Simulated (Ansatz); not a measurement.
# Worked example: SiH2(SiH3)Cl + CHF2 → SiH3(SiH2) + CHClF2

Species: SiH2(SiH3)Cl, singlet; CHF2 (difluoromethyl radical) `F[CH]F`, doublet; SiH3(SiH2), doublet; CHClF2 (difluorochloromethane) `FC(F)Cl`, singlet. A radical takes Cl: the energy is the difference in strength between the Si–Cl bond broken and the C–Cl bond made.

Shapes, held fixed at every level: PBE0-D4/def2-TZVP. Programs: Ansatz 0.2.0. The zero-point and thermal change to 298 K, harmonic and unscaled (PBE0-D4/def2-TZVP), is +0.5 kJ/mol.

At CCSD(T)/CBS estimate; 1 Eh = 2625.50 kJ/mol:

| species | energy (Eh) |
| --- | --- |
| SiH2(SiH3)Cl | -1040.976292 |
| CHF2 | -238.151885 |
| SiH3(SiH2) | -581.093668 |
| CHClF2 | -698.003485 |

Problem. Work out ΔH(298 K) of the reaction at this level.

Solution. 
1. Products less reactants: (-581.093668) + (-698.003485) − [(-1040.976292) + (-238.151885)] = 0.031024 Eh = +81.5 kJ/mol.
2. With the thermal change: +81.5 + (+0.5) = +82.0 kJ/mol.

Other levels give +55.1 (SPW92/def2-TZVPP) to +103.2 kJ/mol (HF/def2-SVP). No measured value is set beside it here. Open shells run unrestricted. The CBS estimate extrapolates MP2 from def2-TZVPP and def2-QZVPP and adds CCSD(T) − MP2 in the triple-zeta set, cores frozen.
